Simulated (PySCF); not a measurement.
Unknown compound

The spectra below were simulated for a compound CHFO.

¹H NMR (400 MHz, computed): δ 7.90 (d, J = 190.8 Hz, 1H).

¹³C{¹H} NMR (computed): δ 157.4 (CH, d, J = 438.3 Hz).

PySCF calculation with PBE0/pcSseg-1 with gauge-including orbitals, geometry: GFN2-xTB and J: B3LYP/pcJ-1; relativity neglected, one computed conformer, gas phase.

Referencing at the same level of theory: ¹H (σref 31.72) and ¹³C (σref 186.93) vs TMS.

Problem. What is the structure?

Solution. 
- The formula gives 1 degree of unsaturation (no ring in the answer).
- Carbon types of the structure: 1 × CH, which accounts for all hydrogens.
- δC 157.4: carbonyl carbon.
- δH 7.90: hydrogen on a carbonyl carbon.

The compound is formyl fluoride.

Common functionals overestimate the size of one-bond C–F couplings by tens of Hz; these are unscaled. Splittings below 1 Hz are ignored in the labels, and close J values are merged. Shifts are as computed. Against solution values, carbons near 30 ppm lie about +3 ppm off and those near 130 ppm about +5 ppm. Of 1211 compounds with measured shifts, 218 miss one by over three times the rms of a fit or turn the order of signals round; such compounds aren't used in these exercises.
